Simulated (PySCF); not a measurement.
**Bond curve of SiS⁺**

Set-up: PySCF, no relativity, basis sets Si def2-TZVP, S def2-TZVP. Energies in eV from Si⁺ + S in their ground configurations at the same level. State: ²Π (doublet), unpaired electrons π ↑.

All columns are PBE0. A positive dipole points towards S; it is taken about the centre of mass and depends on that origin.

| R (Å) | E (eV) | μ (D) | Mulliken charge on Si (basis-dependent) | HOMO (eV) | LUMO (eV) | Mayer bond order | ⟨S²⟩ |
| --- | --- | --- | --- | --- | --- | --- | --- |
| 1.785 | -2.851 | -0.91 | 0.62 | -14.81 | -13.54 | 1.89 | 0.75 |
| 1.868 | -3.554 | -1.33 | 0.68 | -14.89 | -13.14 | 1.84 | 0.75 |
| 1.951 | -3.937 | -1.77 | 0.73 | -14.94 | -12.76 | 1.79 | 0.76 |
| 2.014 | -4.071 | -2.10 | 0.77 | -14.94 | -12.50 | 1.76 | 0.76 |
| 2.076 | -4.106 | -2.43 | 0.79 | -14.93 | -12.25 | 1.73 | 0.76 |
| 2.138 | -4.066 | -2.76 | 0.82 | -14.67 | -12.02 | 1.71 | 0.76 |
| 2.221 | -3.925 | -3.18 | 0.84 | -14.34 | -11.73 | 1.68 | 0.76 |
| 2.325 | -3.654 | -3.70 | 0.86 | -13.96 | -11.41 | 1.65 | 0.76 |
| 2.450 | -3.248 | -4.26 | 0.87 | -13.54 | -11.10 | 1.61 | 0.78 |
| 2.616 | -2.658 | -4.77 | 0.87 | -13.03 | -10.80 | 1.55 | 0.86 |

A fit through these points gives, at Re = 2.071 Å, μ = -2.40 D and dμ/dR = -5.29 D/Å; the reduced mass is 14.92 u.

Problem. How strong is the fundamental in the double-harmonic approximation, I = 42.26·(dμ/dR)²/μred km/mol?

Solution. I = 42.26·(-5.29)²/14.92 = 79.3 km/mol at PBE0.

⟨S²⟩ of the unrestricted solution departs from its pure value on part of the curve, where spin states mix. For an ion De counts to the pair picked by the measured ionisation energies or electron affinities, which need not be the lowest pair at this level. The state was picked by a PBE0 search and need not be the measured ground state.
